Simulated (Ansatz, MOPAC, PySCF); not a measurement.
Dissociation curve of Na2, singlet.

Computed with: RCCSD(T) = Ansatz (an electronic-structure program) with CCSD(T) on RHF/cc-pVDZ, frozen core; PM3, restricted, heats of formation (MOPAC); UKS-B3LYP/6-31G* = unrestricted B3LYP/6-31G*, spherical d (PySCF); UCCSD(T) = CCSD(T) on UHF/cc-pVDZ, frozen core in Ansatz; FCI = full CI/cc-pVDZ, frozen core (Ansatz).

Energies are in mEh, each relative to the lowest point of its own curve near equilibrium.

```
R / Å  RCCSD(T)    PM3  UKS-B3LYP/6-31G*  UCCSD(T)   FCI
-----  --------  -----  ----------------  --------  ----
2.50       12.7    6.2               7.7      12.7  12.7
2.67        6.6   16.9               3.3       6.6   6.6
2.77        4.2   23.3               1.6       4.1   4.2
2.90        1.9    6.9               0.4       1.9   1.9
3.00        0.8    4.0               0.0       0.8   0.8
3.10        0.2    1.8               0.0       0.2   0.2
3.17        0.0    0.8               0.3       0.0   0.0
3.28        0.1    0.0               1.0       0.1   0.1
3.43        0.7    0.4               2.3       0.7   0.7
3.56        1.7    1.9               3.9       1.7   1.7
3.85        4.8    9.1               7.9       4.8   4.8
4.18        9.0   21.8              13.1       9.0   9.0
4.65       14.5   44.3              18.9      14.5  14.5
5.05       18.2   64.4              22.1      18.2  18.2
5.57       21.4   88.5              24.5      21.4  21.4
6.14       23.3  110.3              25.9      23.3  23.3
6.84       24.3  129.9              26.6      24.3  24.3
7.60       24.7  143.8              26.9      24.7  24.7
8.30       24.9  151.8              27.0      24.8  24.9
9.33       25.0  158.8              27.1      24.9  25.0
```

With two correlated electrons CCSD is exact in the basis where it finds the lowest root (RCCSD(T), UCCSD(T)). The restricted form behind PM3 keeps the bonding electrons paired and can't separate into open-shell fragments. The unrestricted determinant behind UKS-B3LYP/6-31G* is spin-contaminated at 4.18 to 9.33 Å (<S²> up to 1.0, against 0.00 for a pure singlet). The unrestricted determinant behind UCCSD(T) is spin-contaminated at 2.50 to 9.33 Å (<S²> up to 1.0, against 0.00 for a pure singlet).
